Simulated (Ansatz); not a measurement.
Start from Ta in the bcc (W type) structure (space group Im-3m, No. 229; a = 3.320 Å).

All numbers come from Ansatz (a quantum-chemistry and plane-wave program), PBE, PAW, cutoff 420 eV, scalar-relativistic without spin-orbit coupling.

It is then changed as follows: every Ta is replaced by V, then cell and atoms are relaxed.

Measured lattice parameter a: Ta 3.299 Å (static lattice; corrected from measurement; as listed in Daniel Mejia-Rodriguez, S. B. Trickey, Phys. Rev. B (2018)); V 3.021 Å (static lattice; corrected from measurement; as listed in Daniel Mejia-Rodriguez, S. B. Trickey, Phys. Rev. B (2018)).

Question: How well does PBE reproduce the measured shift?

Answer: With PBE the lattice parameter a moves by -0.322 Å (3.320 → 2.997) against -0.278 Å measured.

Whether these cells are dynamically stable was not tested. Seeded moments were not kept for Ta → V. All final runs are without spin polarisation.
